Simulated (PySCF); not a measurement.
## MgO: one state, many levels of theory

State: ³Π (triplet), unpaired electrons σ ↑, π ↑. Set-up: basis Mg 6-31G(d,p), O 6-31G(d,p); no relativity; PySCF 2.14. De refers to Mg + O in their high-spin ground configurations, without counterpoise correction. The functionals are run spin-unrestricted. A positive dipole means Mg(−)O(+).

| Level | Re (Å) | ωe (cm⁻¹) | De (eV) | μ (D) | CPU s a point (SCF and correlation, without the integrals) |
| --- | --- | --- | --- | --- | --- |
| UHF | 1.871 | 678 | 1.22 | -3.21 | 0.044 |
| UHF-MP2 | 1.897 | 650 | 2.15 | n/a | 0.065 |
| UHF-SCS-MP2 | 1.897 | 648 | 1.99 | n/a | n/a |
| UHF-CCSD | 1.899 | 643 | 1.77 | n/a | n/a |
| UHF-CCSD(T) | 1.903 | 636 | 1.83 | n/a | 1.3 |
| PBE | 1.912 | 604 | 2.55 | -2.48 | 0.33 |
| revPBE | 1.923 | 594 | 2.41 | -2.48 | 0.23 |
| PW91 | 1.909 | 608 | 2.61 | -2.52 | 0.23 |
| BP86 | 1.912 | 605 | 2.54 | -2.55 | 0.22 |
| r²SCAN | 1.894 | 631 | 2.63 | -2.73 | 0.43 |
| PBE0 | 1.890 | 636 | 2.29 | -2.81 | 0.57 |

The bond length runs from 1.871 Å (UHF) to 1.923 Å (revPBE). De spans 1.22 eV (UHF, mean field) to 2.63 eV (r²SCAN, meta-GGA). Correlation at CCSD(T) changes the Hartree–Fock bond energy by +0.61 eV; the triples alone change it by +0.06 eV.

Correlated steps freeze 2 core orbitals. Correlated levels converge slowly with the basis: in double zeta they bind strong bonds too weakly, by up to about 1 eV, and carry superposition errors of some tenths. Counting both spins, an empty level lies below a filled one in some of these solutions, because spin and occupation are held. The state is the lowest determinant that a PBE0 search found; another state may lie lower at other levels.

The whole job (state search and all levels along the bond) took about 0.86 min on 1 thread of Intel Xeon 6975P-C (shared host), peak memory 0.39 GiB.
